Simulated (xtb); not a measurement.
C3H9N, charge +1, quartet, geometry from GFN2-xTB of the parent state (a state made from the parent by changing its charge; the spin is typed, not shown lowest); GFN1-xTB run with xtb.

The xtb input:
```
$ xtb mol.xyz --gfn 1 --chrg 1 --uhf 3 --json

# file mol.xyz
13

C     -0.35994749     1.33972464     0.25749879
N     -0.00000000     0.00000000    -0.00000000
C      1.30503589    -0.44877053     0.29362609
C     -0.94508840    -0.89095411    -0.55112489
H      0.29490710     2.03132563    -0.28835847
H     -0.22048513     1.58398674     1.31862692
H     -1.39421123     1.53282426    -0.02045677
H      1.79431965    -0.84151593    -0.60718414
H      1.27892742    -1.28885482     0.99980125
H      1.91441449     0.35017434     0.71146941
H     -1.31613840    -0.51880136    -1.51493547
H     -0.52020326    -1.88299860    -0.69101265
H     -1.83153063    -0.96614026     0.09204992
```

Problem. Write the output that xtb gives for this input, abridged.

Solution. 
```
   ID    Z sym.   atoms
    1    6 C      1, 3, 4
    2    7 N      2
    3    1 H      5-13

           -------------------------------------------------
          |                Calculation Setup                |
           -------------------------------------------------

           -------------------------------------------------
          |                 G F N 1 - x T B                 |
           -------------------------------------------------

          ...................................................
          :                      SETUP                      :
          :.................................................:
          :  # basis functions                  34          :
          :  # atomic orbitals                  34          :
          :  # shells                           26          :
          :  # electrons                        25          :
          :  # halogen bonds                     0          :
          :  max. iterations                   250          :
          :  Hamiltonian                  GFN1-xTB          :
          :  restarted?                      false          :
          :  GBSA solvation                  false          :
          :  PC potential                    false          :
          :  electronic temp.          300.0000000     K    :
          :  accuracy                    1.0000000          :
          :  -> integral cutoff          0.2500000E+02      :
          :  -> integral neglect         0.1000000E-07      :
          :  -> SCF convergence          0.1000000E-05 Eh   :
          :  -> wf. convergence          0.2000000E-04 e    :
          :  Broyden damping             0.4000000          :
          :  net charge                          1          :
          :  unpaired electrons                  3          :
          ...................................................

 iter      E             dE          RMSdq      gap      omega  full diag
   1    -13.5716212 -0.135716E+02  0.650E+00    0.05       0.0  T
   2    -13.6758516 -0.104230E+00  0.398E+00    0.13       1.0  T
   3    -13.6792675 -0.341597E-02  0.169E+00    0.14       1.0  T
   4    -13.6801137 -0.846116E-03  0.188E-01    0.14       1.0  T
   5    -13.6803033 -0.189642E-03  0.163E-02    0.14       1.7  T
   6    -13.6800847  0.218639E-03  0.537E-02    0.14       1.0  T
   7    -13.6803073 -0.222629E-03  0.390E-04    0.14      71.2  T
   8    -13.6803072  0.100488E-06  0.117E-03    0.14      23.7  T
   9    -13.6803073 -0.101475E-06  0.235E-04    0.14     118.0  T
  10    -13.6803073 -0.232343E-08  0.983E-05    0.14     282.1  T
  11    -13.6803073 -0.572143E-09  0.329E-05    0.14     844.1  T

   *** convergence criteria satisfied after 11 iterations ***

         :::::::::::::::::::::::::::::::::::::::::::::::::::::
         ::                     SUMMARY                     ::
         :::::::::::::::::::::::::::::::::::::::::::::::::::::
         :: total energy             -13.497857085305 Eh    ::
         :: gradient norm              0.040940028848 Eh/a0 ::
         :: HOMO-LUMO gap              0.139328399359 eV    ::
         ::.................................................::
         :: SCC energy               -13.680307297825 Eh    ::
         :: -> electrostatic           0.118271278644 Eh    ::
         :: repulsion energy           0.186099049394 Eh    ::
         :: dispersion energy         -0.003648836875 Eh    ::
         :: halogen bond corr.         0.000000000000 Eh    ::
         :: add. restraining           0.000000000000 Eh    ::
         :: total charge               1.000000000000 e     ::
         :::::::::::::::::::::::::::::::::::::::::::::::::::::

           -------------------------------------------------
          |                Property Printout                |
           -------------------------------------------------

    * Orbital Energies and Occupations

         #    Occupation            Energy/Eh            Energy/eV
[...]
         9        1.9999           -0.7399741             -20.1357
        10        1.9816           -0.7348024             -19.9950
        11        1.9816           -0.7348024             -19.9950
        12        1.0369           -0.7279237             -19.8078
        13        1.0000           -0.6240816             -16.9821
        14        0.9109           -0.3479771              -9.4689 (HOMO)
        15        0.0446           -0.3428569              -9.3296 (LUMO)
        16        0.0446           -0.3428569              -9.3296
        17                         -0.2842714              -7.7354
        18                         -0.2804260              -7.6308
        19                         -0.2804259              -7.6308
        20                         -0.2658199              -7.2333
        21                         -0.2658198              -7.2333
        22                         -0.2470954              -6.7238
        23                         -0.1166640              -3.1746
        24                         -0.1166640              -3.1746
        25                         -0.0629448              -1.7128
       ...                                ...                  ...
        34                          0.2505364               6.8174
      -------------------------------------------------------------
                  HL-Gap            0.0051202 Eh            0.1393 eV
             Fermi-level           -0.5383958 Eh          -14.6505 eV

  Mulliken/CM5 charges         n(s)   n(p)   n(d)
     1C     0.11807  0.03542   1.064  2.818  0.000
     2N    -0.08207 -0.38962   1.480  3.602  0.000
     3C     0.11807  0.03542   1.064  2.818  0.000
     4C     0.11807  0.03542   1.064  2.818  0.000
     5H     0.07478  0.13596   0.925  0.000  0.000
     6H     0.07478  0.13596   0.925  0.000  0.000
     7H     0.09306  0.15586   0.907  0.000  0.000
     8H     0.07478  0.13596   0.925  0.000  0.000
     9H     0.07478  0.13596   0.925  0.000  0.000
    10H     0.09306  0.15586   0.907  0.000  0.000
    11H     0.07478  0.13596   0.925  0.000  0.000
    12H     0.09306  0.15586   0.907  0.000  0.000
    13H     0.07478  0.13596   0.925  0.000  0.000

Wiberg/Mayer (AO) data.
largest (>0.10) Wiberg bond orders for each atom

 ---------------------------------------------------------------------------
     #   Z sym  total        # sym  WBO       # sym  WBO       # sym  WBO
 ---------------------------------------------------------------------------
     1   6 C    3.843 --     2 N    1.016     5 H    0.856     6 H    0.856
                             7 H    0.785
     2   7 N    3.251 --     1 C    1.016     3 C    1.016     4 C    1.016
     3   6 C    3.843 --     2 N    1.016     9 H    0.856     8 H    0.856
                            10 H    0.785
     4   6 C    3.843 --     2 N    1.016    11 H    0.856    13 H    0.856
                            12 H    0.785
     5   1 H    1.084 --     1 C    0.856
     6   1 H    1.084 --     1 C    0.856
     7   1 H    1.072 --     1 C    0.785
     8   1 H    1.084 --     3 C    0.856
     9   1 H    1.084 --     3 C    0.856
    10   1 H    1.072 --     3 C    0.785
    11   1 H    1.084 --     4 C    0.856
    12   1 H    1.072 --     4 C    0.785
    13   1 H    1.084 --     4 C    0.856
 ---------------------------------------------------------------------------

Topologies differ in total number of bonds
Writing topology from bond orders to xtbtopo.mol

 dipole moment from electron density (au)
     X       Y       Z
  -0.0000   0.0000   0.0000  total (Debye):    0.000

           -------------------------------------------------
          | TOTAL ENERGY              -13.497857085305 Eh   |
          | GRADIENT NORM               0.040940028848 Eh/α |
          | HOMO-LUMO GAP               0.139328399359 eV   |
           -------------------------------------------------

normal termination of xtb
```
